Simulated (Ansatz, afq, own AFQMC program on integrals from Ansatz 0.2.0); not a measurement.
AFQMC on a folder of integrals that Ansatz 0.2.0 wrote.

```yaml
crystal:
  periodic: [false, false, false]
  atoms:
    - {symbol: Si, position_ang: [0.006312, -0.000001, 1.781521]}
    - {symbol: Ge, position_ang: [0.001520, 0.000000, -0.638687]}
    - {symbol: H, position_ang: [-1.510450, -0.000015, -0.981329]}
    - {symbol: H, position_ang: [0.612502, 1.244920, -1.315333]}
    - {symbol: H, position_ang: [0.612528, -1.244907, -1.315334]}
basis:
  gaussian: {orbitals: cc-pVDZ}
magnetization: {spin_polarized: false, initial_magnetization: 1}
correlation: {method: ccsd_t, electrons: outside_noble_gas, hamiltonian_folder: ham}
```

```sh
$ ansatz run in.yaml --threads 1 --pin off --events-out ev --progress --plain --max-ram 1382MiB
```

Options of the walk:

```
--method phaseless --trial hf --walkers 120 --populations 1 --least-time 40 --time-step 0.005 --steps-per-block 20 --equilibration-blocks 112 --max-blocks 600 --target-error 0.0012000 --factor-cut 1e-05 --start spin_pure --seed 972 --taylor-order 6
```

Times are imaginary, in 1/Eh. The walk had a cap of 1706 s. Filled inner d shells are frozen with the cores.

afq prints:

```
orbitals 41  electrons 6 5  factors 329 of 640
reference energy -2365.92959783 Eh
CCSD correlation -0.20673353 Eh in 15 cycles, weight of the determinant in the CISD state 0.8606
energy of the start -2365.929598 Eh
 block  time / (1/Eh)  mean weight  energy / Eh
     1     0.100  1.0007  -2365.960827
     2     0.200  1.0006  -2365.989612
     3     0.300  1.0003  -2366.012261
     4     0.400  1.0022  -2366.025602
     5     0.500  1.0001  -2366.043932
     8     0.800  1.0003  -2366.085532
    18     1.800  1.0004  -2366.117521
    69     6.900  0.9984  -2366.147623
   120    12.000  1.0005  -2366.143625
   171    17.100  0.9993  -2366.135130
   188    18.800  0.9995  -2366.173429
   205    20.500  0.9999  -2366.119319
   222    22.200  1.0014  -2366.127263
   273    27.300  1.0001  -2366.137584
   324    32.400  1.0018  -2366.143275
   375    37.500  0.9997  -2366.122395
   426    42.600  1.0002  -2366.146916
   477    47.700  1.0001  -2366.155988
   528    52.800  0.9997  -2366.140375
   579    57.900  1.0001  -2366.157894
   630    63.000  0.9997  -2366.144379
   681    68.100  1.0014  -2366.130302
   698    69.800  0.9997  -2366.151077
blocks merged  error / Eh  count
     1  0.000502  600
     2  0.000674  300
     4  0.000893  150
     8  0.001147  75
    16  0.001391  37
    32  0.001548  18
    64  0.001881  9
energy -2366.138831 +/- 0.001548 Eh
(rows thinned)
```

The run passed its tests (sampling time, drift between the halves within three errors, error under three times the target), which doesn't prove that it has relaxed. The second half of the sampling lies below the first by 1.7 errors of their difference, so the energy may still be moving and its error bar be too small.

Against this walk (error 42.1 meV) on the same determinant: CCSD(T) 79.4 meV lower (within the noise), the released energy of a separate walk with a CISD trial 107.5 ± 43.7 meV lower, a separate phaseless walk with a CISD trial and standard settings 105.9 ± 43.5 meV lower. The error is statistical and leaves out the bias of the constraint.

Cautions: constraint bias not in the error; error above the target (42.1 against 32.7 meV); no relativity below Rb; no spin-orbit coupling; inner d shell frozen; higher spins were not checked; a spin-contaminated unrestricted determinant lies lower (UHF 117 meV lower, ⟨S²⟩ 0.92).

The walk took 5.5 min on 1 thread of Arm Neoverse V1 (shared host). The log's last line is the phaseless energy.

A walk keeps the symmetry of its determinant, which the program's search chose and which needn't be the lowest solution, so a lower state of the same spin and another symmetry isn't excluded.
